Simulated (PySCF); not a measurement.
Molecule: Cyclopentene, C5H8.

Geometry (Å), atoms numbered from 1 in this order:
```xyz
13

C    -0.919    0.982   -0.179
C     0.380    1.295   -0.133
C     1.246    0.072   -0.015
C     0.238   -1.035    0.346
C    -1.138   -0.504   -0.098
H    -1.732    1.701   -0.305
H     0.782    2.308   -0.218
H     2.045    0.179    0.737
H     1.757   -0.128   -0.976
H     0.234   -1.177    1.438
H     0.489   -2.007   -0.103
H    -1.437   -0.900   -1.087
H    -1.946   -0.785    0.598
```

Geometry PBE0-D3(BJ)/def2-SVP throughout; GIAO in PySCF, gas phase, one conformer, non-relativistic; equivalent atoms averaged; basis pcSseg-2.

For orientation, PBE gives these shifts δ (against TMS at the same level): C1/C2 142.1, C3/C5 39.0, C4 28.0, H6/H7 6.05, H8/H9/H12/H13 2.55, H10/H11 1.92 ppm.

A run gave: C1/C2 142.6, C3/C5 31.5, C4 24.2, H6/H7 6.07, H8/H9/H12/H13 2.16, H10/H11 1.73 ppm (shifts δ (against TMS at the same level)).

**Question.** Which functional was used in that run?
A. B3LYP
B. B97-D
C. HF
D. BLYP

**Answer.** C. C3/C5 tells them apart best: HF gives 31.5, B97-D gives 38.6, BLYP gives 39.4, B3LYP gives 37.7 ppm.
